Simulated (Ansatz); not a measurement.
**C₄H₇N: one species, many methods**

An exercise on one series of results from a longer session: the logs are not shown, and one member is left open.

Program: Ansatz 0.2.0, Gaussian basis. Level of theory: functionals in def2-TZVPP, the program's frozen cores in correlated methods. These are calculated values, not measurements.

The runs, in order: PBE-D4, r2SCAN-D4, PBE0-D4, B3LYP-D4, ωB97X-V, ωB97M-V, B2PLYP; CCSD(T)/def2-TZVPP; MP2/def2-QZVPP; extrapolation to the limit.

### Structure used throughout

All runs share one geometry, relaxed beforehand with PBE0-D4 in a triple-zeta def2 set.

SMILES `CC1(C)C=N1`, 12 atoms, charge 0, spin multiplicity 1.

Atoms are counted from 1 here; the program's logs count them from 0.

Bond lengths: C1–C2 1.504 Å, C1–H6 1.094 Å, C1–H7 1.091 Å, C1–H8 1.095 Å, C2–C3 1.504 Å, C2–C4 1.445 Å, C2–N5 1.529 Å, C3–H9 1.094 Å, C3–H10 1.091 Å, C3–H11 1.095 Å, C4–N5 1.249 Å, C4–H12 1.085 Å. Angles: C2–C1–H6 110.9°, C2–C1–H7 111.3°, C2–C1–H8 110.5°, H6–C1–H7 108.3°, H6–C1–H8 107.5°, H7–C1–H8 108.2°, C1–C2–C3 115.3°, C1–C2–C4 120.9°, C1–C2–N5 116.5°, C3–C2–C4 120.9°, C3–C2–N5 116.5°, C4–C2–N5 49.6°, C2–C3–H9 110.9°, C2–C3–H10 111.3°, C2–C3–H11 110.5°, H9–C3–H10 108.3°, H9–C3–H11 107.5°, H10–C3–H11 108.2° and more.

The first run:

Contents of in.yaml:

```yaml
crystal:
  periodic: [false, false, false]
  atoms:
    - {symbol: C, position_ang: [-1.341675, 0.314780, -0.124453]}
    - {symbol: C, position_ang: [0.144180, 0.090533, -0.178660]}
    - {symbol: C, position_ang: [0.658844, -1.020224, 0.694459]}
    - {symbol: C, position_ang: [1.032498, 1.115126, -0.678402]}
    - {symbol: N, position_ang: [0.808090, 0.245923, -1.547241]}
    - {symbol: H, position_ang: [-1.657776, 0.594760, 0.885113]}
    - {symbol: H, position_ang: [-1.648309, 1.104794, -0.810927]}
    - {symbol: H, position_ang: [-1.877331, -0.600713, -0.394683]}
    - {symbol: H, position_ang: [0.454495, -0.814158, 1.749596]}
    - {symbol: H, position_ang: [1.734520, -1.153114, 0.573406]}
    - {symbol: H, position_ang: [0.166575, -1.964847, 0.442593]}
    - {symbol: H, position_ang: [1.602788, 2.032041, -0.576800]}
basis:
  gaussian: {orbitals: def2-TZVPP}
hamiltonian: {xc: pbe, dispersion: d4}
output: {forces: true, orbitals: {seedname: orbitals}}
```

Launch:

```sh
ansatz run in.yaml --threads 4 --pin off --events-out ev --progress --plain --max-ram 10444MiB
```

Steps of the session up to this table: PBE-D4 (GGA); r2SCAN-D4 (meta-GGA); PBE0-D4 (hybrid); B3LYP-D4 (hybrid); ωB97X-V (range-separated); ωB97M-V (range-separated); B2PLYP (double hybrid); CCSD(T) in def2-TZVPP; MP2 in def2-QZVPP.

One of the session's tables, all rows but one given; the rest of the session is left out.

It belongs to the step «Atomisation energies». 

```
            method  atoms, summed (eV)  atomisation energy (kcal/mol)
            PBE-D4           -5692.985                         1200.9
         r2SCAN-D4           -5698.396                         1165.9
           PBE0-D4           -5694.597                         1176.3
          B3LYP-D4           -5702.336                         1166.0
           ωB97X-V           -5700.135                         1167.2
           ωB97M-V                   ?                              ?
            B2PLYP           -5697.186                         1154.2
     HF/def2-TZVPP           -5678.236                          832.4
    MP2/def2-TZVPP           -5688.013                         1153.8
   CCSD/def2-TZVPP           -5690.672                         1113.3
CCSD(T)/def2-TZVPP           -5690.955                         1132.9
           MP2/CBS           -5689.690                         1182.5
       CCSD(T)/CBS           -5692.631                         1161.6
```

Q: Estimate the row for ωB97M-V from the others.

As computed: atoms, summed (eV): -5699.069; atomisation energy (kcal/mol): 1168.3. In the column «atoms, summed (eV)» it lies between ωB97X-V (-5700.135) and r2SCAN-D4 (-5698.396).

Caveats from the session: Free atoms (4 C, 1 N, 7 H) were run apart at each level; the atomisation energy is their sum less the molecule, without zero-point or spin-orbit terms.
